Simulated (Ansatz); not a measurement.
# Point defect: N on an O site in HfSiO4

The calculation used Ansatz 0.2.0, DFT PBE, scalar-relativistic, plane waves, PAW. Settings: 420 eV cutoff, 2×2×2 k-mesh, shifted by half a step, Gaussian smearing of 0.01 eV, collinear spin in charge 0 alone.

Host crystal, relaxed:

```yaml
crystal:
  lattice:
    - [-3.32275, 3.32275, 3.00722]
    - [3.32275, -3.32275, 3.00722]
    - [3.32275, 3.32275, -3.00722]
  atoms:
    - { symbol: Hf, position: [0.75000, 0.25000, 0.50000] }
    - { symbol: Hf, position: [0.00000, 0.00000, 0.00000] }
    - { symbol: Si, position: [0.25000, 0.75000, 0.50000] }
    - { symbol: Si, position: [0.50000, 0.50000, 0.00000] }
    - { symbol: O, position: [0.13474, 0.31893, 0.81581] }
    - { symbol: O, position: [0.06893, 0.75313, 0.68419] }
    - { symbol: O, position: [0.50313, 0.31893, 0.18419] }
    - { symbol: O, position: [0.06893, 0.38474, 0.31581] }
    - { symbol: O, position: [0.61526, 0.93107, 0.68419] }
    - { symbol: O, position: [0.68107, 0.86526, 0.18419] }
    - { symbol: O, position: [0.24687, 0.93107, 0.31581] }
    - { symbol: O, position: [0.68107, 0.49687, 0.81581] }
```

Supercell of 48 atoms, rows in host cell vectors: -2 -1 -1; 1 2 1; 1 0 -1. Atoms relax at the host's cell, keeping the symmetry that the supercell leaves at the site. The cell is small, so energies carry finite-size errors of tenths of an eV. The host's Kohn–Sham gap is 5.31 eV. Atoms are taken from and returned to the elements' standard states. Charged cells are corrected for image charges with the computed static dielectric tensor (mean 12.6) and aligned with the host's potential at far atoms (alignment terms reach 0.09 eV). No band-filling term is added, and the Fermi level counts from the host's valence band top.

Spin-orbit coupling is left out, which matters for the bands and energies of heavy elements.

Defect: N on an O site at (0.135, 0.319, 0.816) of the host cell.

Question: What is the formation energy of the neutral defect?

Answer: 5.25 eV.

Question: Does the neutral defect carry a moment, and how do its surroundings relax?

Answer: It changes the cell's moment by 1.00 μB. The nearest neighbours before are 1 Si at 1.64 Å; after relaxation the atoms near the site are 1 Si at 1.72 Å, 1 Hf at 2.17 Å; the largest move is 0.07 Å.

Question: Charges +1, 0, -1 were computed. Which is stable where in the gap?

Answer: Among the charges computed the stable one is 0 at the valence band top, changing to -1 at 1.38 eV. In charge +1 the extra carrier would gain by moving to a band edge of the host, so it isn't bound in the gap, though by less than the errors named above. Levels between neighbouring charges: (+1/0) -0.28 eV, (0/-1) 1.38 eV.